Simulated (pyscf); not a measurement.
Single points on ωB97X-D3(BJ)/def2-SVP structures (PySCF, gas phase). MP2 and CC: frozen core, UHF for open shells. ΔMP2 is the change of the MP2 total energy from the triple- to the quadruple-zeta basis.

Q: For `[CH]#[C][OH]` + `[H]` [doublet] → `[C]#[CH]` [doublet] + `[OH2]`, a substitution at O (doublet surface; C–O broken, H–O formed), PBE/def2-TZVP gives ΔE‡ = 21.2 kcal/mol and ΔE = +11.4 kcal/mol (zero: the separated reactants). In which direction and how far do B3LYP-D3(BJ)/def2-TZVP, ωB97M-D3(BJ)/def2-TZVP, CCSD(T)/def2-TZVPP + ΔMP2(QZVPP) move these?

A: B3LYP-D3(BJ): ΔE‡ = 24.8 kcal/mol, ΔE = +6.4 kcal/mol; ωB97M-D3(BJ): ΔE‡ = 31.5 kcal/mol, ΔE = +8.1 kcal/mol; CCSD(T): ΔE‡ = 31.9 kcal/mol, ΔE = +1.4 kcal/mol. PBE's barrier lies under all of them, by 3.5 to 10.7 kcal/mol. Its reaction energy lies over all of them, by 3.3 to 9.9 kcal/mol. Low barriers are usual for a GGA, whose delocalisation error favours stretched bonds. On the product side the descent ends in a complex, 6.4 kcal/mol under the separated species and 31.5 kcal/mol under the saddle at ωB97X-D3(BJ)/def2-TZVP. At ωB97X-D3(BJ) the barrier from the zero used here is 34.4 kcal/mol. HC≡C–OH lies 36.7 kcal/mol over its isomer H₂C=C=O, and others may lie lower still (electronic energy, ωB97M-D3(BJ)). This is the saddle that the search found; another between the same sides may lie lower. The angle at the attacked O is 122°. The CCSD(T) − MP2 part came from Ansatz, without density fitting, on the same reference. An open-shell T1 diagnostic exceeds 0.045. A UHF reference is spin-contaminated (<S²> up to 1.15), which harms MP2 most. C₂H has a Π state close over its Σ ground state, and the state reached was not checked.
